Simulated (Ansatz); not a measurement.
## Ansatz (development build ahead of 0.2.0) run

```yaml
crystal:
  periodic: [false, false, false]
  atoms:
    - { symbol: B, position_ang: [0.35773, -0.03081, 0.8154] }
    - { symbol: B, position_ang: [-0.31805, 0.01578, -0.72762] }
    - { symbol: H, position_ang: [-0.37567, 0.88649, 0.17171] }
    - { symbol: H, position_ang: [0.35017, -0.90449, -0.19978] }
    - { symbol: H, position_ang: [-0.28422, -0.47561, 1.7206] }
    - { symbol: H, position_ang: [1.4675, 0.38753, 0.96672] }
    - { symbol: H, position_ang: [-1.49151, -0.40213, -1.02114] }
    - { symbol: H, position_ang: [0.29611, 0.47894, -1.75534] }
basis:
  gaussian: { orbitals: def2-SVP }
total_charge: 1
magnetization:
  spin_polarized: true
  initial_magnetization: 1
hamiltonian:
  xc: hf
output:
  forces: true
```

The input is written out in the form of the current development build from the run's settings.

The run gave:

| Item | Value |
| --- | --- |
| Converged | yes |
| Total energy | -52.36041 hartree |
| Spin squared of the determinant | 0.782 |
| Stability test | minimum |

Forces (eV/Å):
```csv
atom,Fx,Fy,Fz
B1,0.627,-0.023,1.362
B2,0.452,-0.156,1.579
H3,-0.262,0.485,-0.090
H4,0.116,-0.455,-0.281
H5,-0.072,0.001,-0.177
H6,-0.078,0.001,-0.166
H7,0.044,0.282,-1.262
H8,-0.828,-0.136,-0.965
```
